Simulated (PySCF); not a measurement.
Predicted microwave data (CAM-B3LYP/def2-SVPD in PySCF (dipole) on a GFN2-xTB geometry, gas phase) for one isomer of C5H10:

| Property | Result |
| --- | --- |
| Rotational constants | A = 6583, B = 6578, C = 3811 MHz |
| Dipole components | \|μa\| = 0.02 D, \|μb\| = 0.00 D, \|μc\| = 0.00 D |
| Inertial defect | -20.98 u·Å² |
| κ | 1.00 |

Task: Which candidate fits, each taken in the one conformer that was computed?
A. 2-methyl-2-butene (`CC=C(C)C`)
B. `[CH2:1]=[CH:2][CH2:3][CH2:4][CH3:5]` with C1–C2–C3–C4 118°, C2–C3–C4–C5 180°
C. `[CH2:1]1[CH2:2][CH2:3][CH2:4][CH2:5]1` with C5–C1–C2–C3 -34°, C1–C2–C3–C4 13°, C2–C3–C4–C5 13°, C3–C4–C5–C1 -34°

Result: C. It is C1CCCC1, point group C2. The candidates at the same level (rigid rotor, commonest isotopes):

```json
{"SMILES": "C1CCCC1", "A (MHz)": "6583", "B (MHz)": "6578", "C (MHz)": "3811", "μa (D)": "0.02", "μb (D)": "0.00", "μc (D)": "0.00", "Δ (u·Å²)": "-20.98", "point group": "C2", "rotor": "–"}
{"SMILES": "C=CCCC", "A (MHz)": "17975", "B (MHz)": "2168", "C (MHz)": "2138", "μa (D)": "0.39", "μb (D)": "0.07", "μc (D)": "0.09", "Δ (u·Å²)": "-24.82", "point group": "C1", "rotor": "near-prolate asymmetric top"}
{"SMILES": "CC=C(C)C", "A (MHz)": "8161", "B (MHz)": "3547", "C (MHz)": "2591", "μa (D)": "0.07", "μb (D)": "0.18", "μc (D)": "0.00", "Δ (u·Å²)": "-9.35", "point group": "Cs", "rotor": "asymmetric top"}
```

`C=CCCC` has A 173 % too high; `CC=C(C)C` has B 46 % too low. In the right answer the twofold axis of this C2 structure lies in the ab plane, so μc vanishes by symmetry. No structure here is proved a minimum.
